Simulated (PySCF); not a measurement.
## Core-level binding energies of boronic acid

Boronic acid, BH3O2.
Numbering: `[OH:1][BH:2][OH:3]`

Theory: delta-SCF UKS SCAN, pcX-2 on the ionised atom, pcseg-1 elsewhere, spin-free X2C (PySCF 2.14.0). Each binding energy is the total energy of the core-ionised species, with the hole localised on one atom, minus that of the ground state; both are solved self-consistently, so orbital relaxation is included.

Task: List the computed XPS lines with their assignment.

Result: 
```
atom(s)  bonded to  level  binding energy (eV)  count
     B2  2 O and H   B 1s               197.76      1
  O1/O3    H and B   O 1s               539.34      2
```

Task: Which photon energy gives electrons from B 1s of B2 a kinetic energy of 20 eV, and what is their de Broglie wavelength?

Result: hν = 197.76 + 20 = 217.76 eV, recoil neglected; λ = 12.264 Å/√(E/eV) = 2.74 Å.

Atoms equivalent by their bonding share one computed value, that of the first of them. Isolated species at its PBE0-D3(BJ)/def2-SVP geometry (one conformer only).

Hardware: one thread, Arm Neoverse V1 (aarch64), shared host with 32 logical CPUs at a one-minute load of 23. Cost: 3.4 s, 0.33 GiB resident at most.

The values belong to the conformer `[OH:1][BH:2][OH:3]`: H–O1–B2–O3 -179°, H–O3–B2–O1 180°.
